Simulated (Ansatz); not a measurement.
One geometry of Mg₃H₆, several levels of theory.

```yaml
crystal:
  periodic: [false, false, false]
  atoms:
    - {symbol: Mg, position_ang: [-0.699176, -0.400220, 1.380862]}
    - {symbol: Mg, position_ang: [1.293684, -1.004731, -0.205079]}
    - {symbol: Mg, position_ang: [-0.863813, 1.250779, -0.643775]}
    - {symbol: H, position_ang: [-1.859805, 0.890824, 1.041779]}
    - {symbol: H, position_ang: [2.627682, -1.509867, -1.132689]}
    - {symbol: H, position_ang: [0.557081, -1.636143, 1.533253]}
    - {symbol: H, position_ang: [-1.098092, 2.385232, -1.890122]}
    - {symbol: H, position_ang: [-0.653500, -0.742241, -0.601791]}
    - {symbol: H, position_ang: [0.695938, 0.766355, 0.517562]}
basis:
  gaussian: {orbitals: def2-SVP, initial_orbitals: start.molden}
hamiltonian: {xc: pbe0, dispersion: d4}
scf: {omitted_lower_state_checks: [starts]}
output: {orbitals: {seedname: orbitals}}
```

The file start.molden holds the orbitals of an earlier run on this structure, at another level or in another basis.

```sh
$ ansatz run in.yaml --threads 4 --pin off --events-out ev --progress --plain --max-ram 3916MiB
```

It prints (some lines left out):

```
Functional definition: PBE0
921 factors; their error is unknown
mean field evaluation 1: about -16414.8632 eV, gradient 4.8e0 eV
mean field evaluation 2: about -16414.9213 eV, gradient 4.3e-2 eV
mean field evaluation 4: about -16415.1876 eV, gradient 8.5e-5 eV
mean field -16415.18762908 eV, -603.2470187550 hartree, gradient 9.0e-5 eV, S^2 0.000000; 0 other end points of the search recorded, 0 dependent functions left out
reference -16415.18767775 eV, -603.2470205435 hartree; 21, 21 occupied and 63, 63 virtual orbitals, 921 factors
Total energy: -16415.39370102 eV, -603.2545917590 hartree
Checks for a lower state left out: starts
```

Run time 0.65 s (4 threads of Arm Neoverse V2 on a shared host).

As the first input, with `gaussian: {orbitals: def2-TZVPD, initial_orbitals: start.molden}`, `hamiltonian: {xc: r2scan, dispersion: d4}` (abridged; 2.6 s):

```
Functional definition: r2SCAN
mean field -16428.08914860 eV, -603.7211408524 hartree, gradient 7.3e-6 eV, S^2 0.000000
Total energy: -16428.15078676 eV, -603.7234060130 hartree
Checks for a lower state left out: starts
```

The first input with `gaussian: {orbitals: def2-TZVP, initial_orbitals: start.molden}`, `hamiltonian: {xc: {name: BLYP}, dispersion: d4}` (abridged; 1 s):

```
Functional definition: BLYP
mean field -16430.06801692 eV, -603.7938629218 hartree, gradient 1.5e-5 eV, S^2 0.000000
Total energy: -16430.58704349 eV, -603.8129367964 hartree
Checks for a lower state left out: starts
```

As the first input, with `gaussian: {orbitals: def2-TZVP, initial_orbitals: start.molden}` (abridged; 1 s):

```
Functional definition: PBE0
mean field -16421.34433979 eV, -603.4732737004 hartree, gradient 1.1e-5 eV, S^2 0.000000
Total energy: -16421.55041361 eV, -603.4808467734 hartree
Checks for a lower state left out: starts
```

As the first input, with `gaussian: {orbitals: def2-TZVP, initial_orbitals: start.molden}`, `hamiltonian: {xc: {name: LC-wPBE}}` (abridged; 1.1 s):

```
Functional definition: LC-wPBE
mean field -16424.60387223 eV, -603.5930593082 hartree, gradient 6.8e-6 eV, S^2 0.000000
Total energy: -16424.60387224 eV, -603.5930593086 hartree
Checks for a lower state left out: starts
```

The first input with `gaussian: {orbitals: def2-TZVPP, initial_orbitals: start.molden}`, `correlation: {method: ccsd_t}` and without the key `hamiltonian` (abridged; 52 s):

```
Functional definition: HF
mean field -16388.82214105 eV, -602.2781049410 hartree, gradient 8.0e-7 eV, S^2 0.000000
3 core orbitals not correlated: weight in the atoms' cores, before any rotation towards them, 1.000 or more for the frozen orbitals, at most 0.000 for the correlated occupied ones
second order -18.35855846 eV of doubles, -0.00000000 eV of singles
cycle   1  -19.52571884 eV  change    -1.2e0 eV  update   8.0e-2
cycle   2  -19.97787558 eV  change   -4.5e-1 eV  update   2.7e-2
cycle   3  -19.99045265 eV  change   -1.3e-2 eV  update   8.0e-3
cycle   4  -19.98568909 eV  change    4.8e-3 eV  update   3.2e-3
cycle   5  -19.98592762 eV  change   -2.4e-4 eV  update   1.0e-3
cycle   6  -19.98605902 eV  change   -1.3e-4 eV  update   3.4e-4
cycle   7  -19.98602567 eV  change    3.3e-5 eV  update   1.1e-4
cycle   8  -19.98603285 eV  change   -7.2e-6 eV  update   4.1e-5
perturbative correction -0.23086782 eV, -0.0084842358 hartree
Total energy: -16409.03904172 eV, -603.0210623370 hartree
Checks for a lower state left out: starts
```

The first input with `gaussian: {orbitals: def2-TZVP, initial_orbitals: start.molden}`, `hamiltonian: {xc: hf}` (abridged; 0.45 s):

```
Functional definition: HF
mean field -16388.76977217 eV, -602.2761804200 hartree, gradient 3.9e-5 eV, S^2 0.000000
Total energy: -16388.76977217 eV, -602.2761804200 hartree
Checks for a lower state left out: starts
```

Geometry: r2SCAN-D4/def2-TZVP.

LC-ωPBE has ω = 0.4 bohr⁻¹. Correlated methods freeze 3 core orbitals; core or outer-core shells of Mg are correlated, in sets that lack core-valence functions. The structure comes from a short search, and lower isomers may exist.
